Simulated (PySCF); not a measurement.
Gas-phase reaction: 3 CH₂CF₂ + CH₃CHF₂ → 4 CF₂ + C₄H₁₀ (isobutane). Level: PBE0/def2-TZVP; standard pressure 1 bar.

Method: PySCF energies plus ideal-gas RRHO corrections (1 bar). All species are closed-shell singlets. The harmonic model lacks anharmonicity and excited electronic states, which grow with temperature; levels with a mode under 35 cm⁻¹ are left out. Internal rotation in CH₃CHF₂, C₄H₁₀ (isobutane) is treated as a harmonic vibration of one conformer, which makes the entropy rough.

```json
[
 {"T (K)": "1000", "1000/T (1/K)": "1.0000", "log10 K": "-27.20"},
 {"T (K)": "1200", "1000/T (1/K)": "0.8333", "log10 K": "-21.17"},
 {"T (K)": "1400", "1000/T (1/K)": "0.7143", "log10 K": "?"},
 {"T (K)": "1600", "1000/T (1/K)": "0.6250", "log10 K": "-13.68"},
 {"T (K)": "1800", "1000/T (1/K)": "0.5556", "log10 K": "-11.19"},
 {"T (K)": "2000", "1000/T (1/K)": "0.5000", "log10 K": "-9.21"}
]
```

Task: Fit log10 K = a + b·(1000/T) to the five rows, get the mean ΔH° and ΔS°, and predict log10 K at 1400 K.

Result: Means: 1000/T = 0.7028, log10 K = -16.490. Sums of products about the means: Sxy = -6.26891, Sxx = 0.174207, so b = Sxy/Sxx = -35.99 and a = -16.490 − (-35.99)×0.7028 = 8.80.
ΔH° = −R ln 10 × 1000 K × b = −19.145 × (-35.99) = 689 kJ; ΔS° = R ln 10 × a = 168 J/K. The run's own values go from 693 kJ and 173 J/K at 1000 K to 681 kJ and 164 J/K at 2000 K.
Prediction at 1400 K: 8.80 + (-35.99)×0.7143 = -16.91. The computed value is -16.88, 0.03 from the line.
For scale, ΔH°(298 K) is 699 kJ at this level, 622 kJ at ωB97M-V/def2-TZVP†, and runs from 566 to 976 kJ over the 18 levels computed († marks an energy on the PBE0/def2-TZVP geometry).
